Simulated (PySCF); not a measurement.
PySCF input (M06-2X/6-311+G**):

```python
from pyscf import gto, dft

mol = gto.M(
    atom='''
    C    -0.11732593   -0.15223322    1.26606261
    N     0.09657573    0.48373527    0.05773286
    C     0.01340334   -0.28201973   -1.16935247
    H     0.04882662    0.42807190    2.16176395
    H    -0.86487752   -0.93328472    1.27785534
    H     0.83640544    1.16927281    0.06627815
    H     0.78928037   -1.05561135   -1.24473288
    H     0.09720524    0.38619936   -2.02630962
    H    -0.95933461   -0.77527729   -1.21924583
    ''',
    basis='6-311+g**',
    charge=0,
    spin=1,
    verbose=4,
)

mf = dft.UKS(mol, xc='m062x')
mf.grids.level = 4
mf.conv_tol = 1e-9
mf.max_cycle = 100
mf.max_memory = 1500
mf.kernel()
if not mf.converged:
    mf = mf.newton()
    mf.kernel(mf.make_rdm1())
mo, _, stable, _ = mf.stability(return_status=True)
if not stable:
    mf.kernel(mf.make_rdm1(mo, mf.mo_occ))
    stable = mf.stability(return_status=True)[2]
mf.dip_moment()
```

### Question
Predict the final energy.

### Answer
-134.47435 Eh.
